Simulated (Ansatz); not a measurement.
Cost and result for the atomization energy of `BS[SiH3]` (8 atoms, 7 bonds).

Cartesian coordinates in Å:
```
B 0.447 1.195 1.133
S -0.182 -0.458 1.279
Si -0.359 -0.958 -0.810
H 0.643 1.694 0.066
H 0.663 1.781 2.149
H 0.971 -0.885 -1.461
H -1.300 -0.025 -1.475
H -0.883 -2.344 -0.881
```

Charge 0, multiplicity 1. Geometry: relaxed with PBE0-D4/def2-TZVP. Program: Ansatz. All runs use 2 threads of an Arm Neoverse V1 on a shared host. Times are those of one run each, without the atoms' runs, and a repeat can differ threefold. Electronic energies, without spin–orbit coupling; frozen cores. CCSD(T)/CBS adds CCSD(T) − MP2 in def2-TZVPP to the MP2 limit, and its time is that of the two runs behind it. T1 = 0.014. B3LYP takes the VWN-RPA correlation (the form of Gaussian; ORCA's B3LYP/G).

CCSD(T)/CBS is a level of theory with its own doubt, some kJ/mol a heavy atom from the limit and from the frozen cores, so smaller differences don't rank the functionals.

```json
{"level": "CCSD(T)/def2-SVP", "functions": "75", "wall time": "1.2 s"}
{"level": "PBE-D4/def2-TZVPP (with forces)", "functions": "185", "wall time": "2.3 s"}
{"level": "BHLYP-D4/def2-TZVPP", "functions": "185", "wall time": "2.5 s"}
{"level": "CAM-B3LYP-D4/def2-TZVPP", "functions": "185", "wall time": "3 s"}
{"level": "B3LYP-D4/def2-TZVPP (with forces)", "functions": "185", "wall time": "3.3 s"}
{"level": "PBE-QIDH/def2-TZVPP", "functions": "185", "wall time": "4.3 s"}
{"level": "r2SCANh-D4/def2-TZVPP", "functions": "185", "wall time": "4.4 s"}
{"level": "r2SCAN-D4/def2-TZVPP (with forces)", "functions": "185", "wall time": "4.7 s"}
{"level": "ωB97X-V/def2-TZVPP", "functions": "185", "wall time": "7.5 s"}
{"level": "ωB97M-V/def2-TZVPP (with forces)", "functions": "185", "wall time": "10 s"}
{"level": "MP2/def2-QZVPP", "functions": "347", "wall time": "13 s"}
{"level": "CCSD(T)/def2-TZVPP", "functions": "185", "wall time": "26 s"}
{"level": "CCSD(T)/CBS(def2)", "functions": "–", "wall time": "39 s"}
```

What atomization energy does each give, and how far from CCSD(T)/CBS? (Estimate.)

The calculation gave: 
| level | atomization (kJ/mol) | difference from CCSD(T)/CBS | per bond |
| --- | --- | --- | --- |
| CCSD(T)/def2-SVP | 2352.5 | -148.7 | -21.2 |
| PBE-D4/def2-TZVPP (with forces) | 2502.8 | 1.6 | 0.2 |
| BHLYP-D4/def2-TZVPP | 2480.3 | -20.9 | -3.0 |
| CAM-B3LYP-D4/def2-TZVPP | 2510.7 | 9.5 | 1.4 |
| B3LYP-D4/def2-TZVPP (with forces) | 2508.7 | 7.5 | 1.1 |
| PBE-QIDH/def2-TZVPP | 2487.2 | -14.0 | -2.0 |
| r2SCANh-D4/def2-TZVPP | 2512.0 | 10.8 | 1.5 |
| r2SCAN-D4/def2-TZVPP (with forces) | 2520.0 | 18.8 | 2.7 |
| ωB97X-V/def2-TZVPP | 2525.3 | 24.1 | 3.5 |
| ωB97M-V/def2-TZVPP (with forces) | 2520.3 | 19.1 | 2.7 |
| MP2/def2-QZVPP | 2482.1 | -19.1 | -2.7 |
| CCSD(T)/def2-TZVPP | 2440.8 | -60.4 | -8.6 |
| CCSD(T)/CBS(def2) | 2501.2 | 0.0 | 0.0 |

The D4 term adds +25.5 kJ/mol with B3LYP and +13.1 kJ/mol with PBE0; it sums over pairs of atoms, weighted by their polarisabilities, and B3LYP, whose exchange is more repulsive, gets the larger term. From PBE to PBE0 (25 % exact exchange), in def2-TZVPP and without D4, the atomization energy moves by −7.2 kJ/mol: exact exchange takes away binding that semilocal exchange gives to molecules. At CCSD(T), def2-SVP lies −148.7 kJ/mol from the extrapolated value and def2-TZVPP −60.4 kJ/mol: correlation converges slowly with the basis, and small sets miss more of it in the bonded molecule than in its fragments.
